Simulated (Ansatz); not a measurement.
The same path of BClH₄S (7 atoms, charge 0, multiplicity 1) was run 3 times with different band settings. Lost on the way: B1–Cl2, S5–H7. Made: Cl2–H7.

All numbers below come from RKS BLYP/def2-SVP in Ansatz 0.2.0.

Relaxed end points:

```xyz
7
Properties=species:S:1:pos:R:3
B 0.034 -0.040 0.109
Cl -0.608 0.605 1.701
H 1.222 0.126 -0.086
H -0.723 0.045 -0.838
S 0.071 -2.206 0.247
H -1.174 -2.428 0.769
H 0.659 -2.352 1.472
```

```xyz
7
Properties=species:S:1:pos:R:3
B 0.163 -0.577 -0.539
Cl -0.173 0.164 3.062
H 1.235 -0.025 -0.592
H -0.876 -0.047 -0.843
S 0.212 -2.289 0.006
H -1.123 -2.578 -0.052
H 0.045 -0.897 2.333
```

Common settings: movable images 7; climbing image yes; optimiser quadratic models (default); start path through a guess of the saddle point; iteration limit 60; end points relaxed.

| run | spring | force threshold |
| --- | --- | --- |
| 1 | 5.0 eV/Å² | 0.05 eV/Å |
| 2 | 20.0 eV/Å² | 0.05 eV/Å |
| 3 | 5.0 eV/Å² | 0.5 eV/Å |

What does each run give, and how far can it be trusted?

Run 1: converged after 9 iterations, highest image 0.707 eV above the first end. A vibrational analysis at the climbing image gives one clearly imaginary mode, 621i cm⁻¹: a first-order saddle point.
Run 2: converged after 9 iterations, highest image 0.707 eV above the first end. Another band between the same ends (7 images) ends at a top of the same energy, where a vibrational analysis finds 1 clearly imaginary mode.
Run 3: converged after 5 iterations, highest image 0.618 eV above the first end. The threshold of 0.5 eV/Å is loose, so the images may lie well off the minimum-energy path. The order of the stationary point at the top wasn't checked.
The orbitals stay closed-shell, which can raise the energy where a bond breaks towards radicals; this wasn't checked here.
